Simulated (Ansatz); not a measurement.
BH₂ClO, closed shell: at the start structure of a reaction step.

The input file, in.yaml:

```yaml
crystal:
  periodic: [false, false, false]
  atoms:
    - {symbol: B, position_ang: [-0.079688, 0.265182, -0.309657]}
    - {symbol: Cl, position_ang: [0.945828, 1.282093, 0.706950]}
    - {symbol: O, position_ang: [-0.374690, -0.992292, 0.045977]}
    - {symbol: H, position_ang: [0.020372, -1.264147, 0.881012]}
    - {symbol: H, position_ang: [-0.511822, 0.709166, -1.324283]}
basis:
  gaussian: {orbitals: 6-31G}
hamiltonian: {xc: {name: B3LYP}, dispersion: d4}
```

Command:

```bash
ansatz run in.yaml --threads 2 --pin off --events-out ev --progress --plain --max-ram 4352MiB
```

The run's output (Ansatz 0.2.0):

```
Functional definition: B3LYP
  name "B3LYP"
  cite "Stephens, Devlin, Chabalowski & Frisch, J. Phys. Chem. 98, 11623 (1994) doi:10.1021/j100096a001"
  cite "Becke, Phys. Rev. A 38, 3098 (1988) doi:10.1103/PhysRevA.38.3098"
  cite "Lee, Yang & Parr, Phys. Rev. B 37, 785 (1988) doi:10.1103/PhysRevB.37.785"
  cite "Vosko, Wilk & Nusair, Can. J. Phys. 58, 1200 (1980) doi:10.1139/p80-159"
  parameter a0 = 0.2
  parameter ax = 0.72
  parameter ac = 0.81
  exchange = (1 - a0 - ax)*slater_x + ax*b88_x + a0*exact_x
  correlation = (1 - ac)*vwn_rpa_c + ac*lyp_c
405 factors; integrals over basis functions are off by at most 2.4e-4 eV
mean field evaluation 1: about -15276.0613 eV, gradient 4.3e1 eV
mean field evaluation 2: about -15267.8347 eV, gradient 7.9e1 eV
mean field evaluation 4: about -15279.3782 eV, gradient 1.7e0 eV
mean field evaluation 8: about -15279.3779 eV, gradient 8.7e-2 eV
mean field -15279.37788390 eV, -561.5067804991 hartree, gradient 7.1e-6 eV, S^2 0.000000; 0 other end points of the search recorded, 0 dependent functions left out
reference -15279.37805686 eV, -561.5067868551 hartree; 16, 16 occupied and 19, 19 virtual orbitals, 405 factors
Total energy: -15279.48630197 eV, -561.5107647897 hartree
```

The lines “mean field evaluation” count trial sets of orbitals through the whole run, from several starts and some on an approximate energy, so they need not fall steadily or lie above the final value.

Hardware: 2 CPU threads of an Arm Neoverse V1, shared host. Wall time about 0.4 s.
